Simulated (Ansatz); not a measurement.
## triplet B₂: levels of theory in one basis

```xyz
2

B     0.0000    0.0000    0.0000
B     0.0000    0.0000    1.8100
```

Basis set: def2-SVP (spherical functions). Left uncorrelated: 2 orbitals. Correlation on ROHF uses semicanonical orbitals with singles. Charge 0, multiplicity 3.

Computed with Ansatz (development build ahead of 0.2.0); each method stands on the lowest determinant of its kind that the runs found.

```csv
method,E − E(ROHF) (eV),<S²> of the determinant
ROHF,0.00,2.00
UHF,-0.48,2.68
ROHF-MP2,-2.49,–
UHF-MP2,-2.52,2.68
```

(1) Is a single determinant a sound starting point here?

Answers

(1) It is doubtful. Unrestricted orbitals lower Hartree–Fock by 0.48 eV and <S²> is 2.68 where a pure state has 2.00, a sign of strong static correlation.

Caution for UHF, UHF-MP2: the unrestricted determinant is spin contaminated. Caution for ROHF-MP2, UHF-MP2: forces differ strongly between restricted and unrestricted references.
